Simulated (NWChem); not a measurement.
# BH2SF (SMILES FBS): MP3/6-31G(d,p) (spherical functions)

What is the vertical ionisation energy of BH2SF at MP3/6-31G** (spherical functions)? 

The calculation is run with NWChem 7.3.0.

### 1 The structure to begin with

BH2SF has 5 atoms, charge 0, and is taken as a singlet. As SMILES, `FBS`. The shape is that of a PBE0-D4/def2-TZVP optimisation. This is one conformer, not always the lowest.

Bond lengths: F1–B2 1.322 Å, B2–S3 1.794 Å, B2–H4 1.194 Å, S3–H5 1.342 Å. Angles: F1–B2–S3 117.9°, F1–B2–H4 119.5°, S3–B2–H4 122.6°, B2–S3–H5 94.9°.

### 2 The energy at MP3/6-31G(d,p) (spherical functions)

sp.nw

```
start sp
title "BFH2S energy"
memory total 2200 mb

geometry noautosym nocenter noautoz
  F       -1.119100      -0.905900      -1.069200
  B       -0.412800      -0.339100      -0.106100
  S        0.972400       0.698600      -0.579400
  H       -0.712000      -0.530900       1.033700
  H        1.321400       1.003700       0.679600
end

basis spherical bse
  * library 6-31G**
end

scf
  thresh 1e-05
  maxiter 60
end

tce
  scf
  mbpt3
  maxiter 100
end

task tce energy
```

On the command line:

```sh
nwchem sp.nw > sp.out
```

Standard output:

```text
[...]
  functions       =    56
[...]
  wavefunction    = RHF
[...]
         Total SCF energy =   -522.878662341183
      One-electron energy =   -895.654998065136
      Two-electron energy =    286.140702536227
 Nuclear repulsion energy =     86.635633187726
        Time for solution =      3.2s
[...]
         Wavefunction type : Restricted Hartree-Fock
          No. of electrons :    32
[...]
         Spin multiplicity : singlet
[...]
```

It took 7.8 s on 1 thread of INTEL XEON PLATINUM 8581C at 2.10GHz (Emerald Rapids), shared host; peak memory 0.38 GiB.

### 3 The doublet cation at the same level

bfh2s.nw

```
start bfh2s
memory total 2200 mb
charge 1

geometry units au noautosym nocenter noautoz
F  -2.11479251 -1.71190290 -2.02049517
B  -0.78007894 -0.64080613 -0.20049994
S   1.83756968  1.32016267 -1.09490732
H  -1.34548500 -1.00325560  1.95340990
H   2.49708410  1.89671811  1.28425787
end

basis spherical bse
F library 6-31G**
B library 6-31G**
S library 6-31G**
H library 6-31G**
end

scf
doublet
uhf
thresh 1e-05
maxiter 80
end

tce
scf
mbpt3
maxiter 100
end

task tce energy
```

On the command line:

```sh
nwchem bfh2s.nw > bfh2s.out
```

Standard output:

```text
[...]
  functions       =    56
[...]
  wavefunction    = UHF
[...]
         Total SCF energy =   -522.519597139937
      One electron energy =   -886.321174019872
      Two electron energy =    277.165949945343
 Nuclear repulsion energy =     86.635626934593
                       Sz =      0.5000
                 Sz(Sz+1) =      0.7500
                      S^2 =      0.7600
[...]
         Wavefunction type : Unrestricted Hartree-Fock
          No. of electrons :    31
[...]
         Spin multiplicity : doublet
[...]
```

Run time: 20 s. Hardware: 1 thread of INTEL XEON PLATINUM 8581C at 2.10GHz (Emerald Rapids), shared host; peak memory 0.41 GiB.

### 4 Outcome

At MP3/6-31G** (spherical functions):

| quantity | value |
| --- | --- |
| singlet BH2SF: total energy | -523.28571 Eh |
| singlet BH2SF: HOMO energy (Hartree–Fock orbitals) | -11.03 eV |
| singlet BH2SF: LUMO energy (Hartree–Fock orbitals) | 3.54 eV |
| singlet BH2SF: HOMO–LUMO gap (Hartree–Fock orbitals) | 14.57 eV |
| singlet BH2SF: correlation energy | -407.0 mEh |
| doublet cation: total energy | -522.90052 Eh |
| doublet cation: HOMO energy (Hartree–Fock orbitals) (highest over α and β) | -19.81 eV |
| doublet cation: LUMO energy (Hartree–Fock orbitals) (lowest over α and β) | -8.70 eV |
| doublet cation: correlation energy | -380.9 mEh |
| doublet cation: ⟨S²⟩ of the reference determinant | 0.760 |
| vertical ionisation energy (to the doublet cation) | 10.481 eV |

Removing an electron at fixed nuclei costs 10.48 eV (1011 kJ/mol). Mulliken charges (doublet cation) run from -0.30 on F1 to +0.56 on S3; they depend strongly on the basis.
